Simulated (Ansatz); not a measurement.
CHO+ (`C#[O+]`). Total charge 1; spin multiplicity 1.

Bond lengths: C1–O2 1.100 Å, C1–H3 1.098 Å. Angles: O2–C1–H3 180.0°.

Problem. List the harmonic frequencies (cm⁻¹, unscaled) at PBE0-D4/def2-TZVP in Ansatz. (An estimate is asked.)

Solution. Computed: 875, 875, 2291, 3227.

Problem. Is this a minimum?

Solution. Yes, all 4 modes are real.

Problem. Give the ideal-gas thermochemistry at 298.15 K and 1 bar (rigid rotor, harmonic oscillator; point group C∞v, symmetry number 1).

Solution. Zero-point energy 43.5 kJ/mol; H(298) − E = 52.5 kJ/mol; entropy 201.4 J/(mol·K), of which translation 150.9, rotation 49.3, vibration 1.3; G(298) − E = -7.6 kJ/mol.

Problem. Rotational constants (cm⁻¹)?

Solution. 1.506.
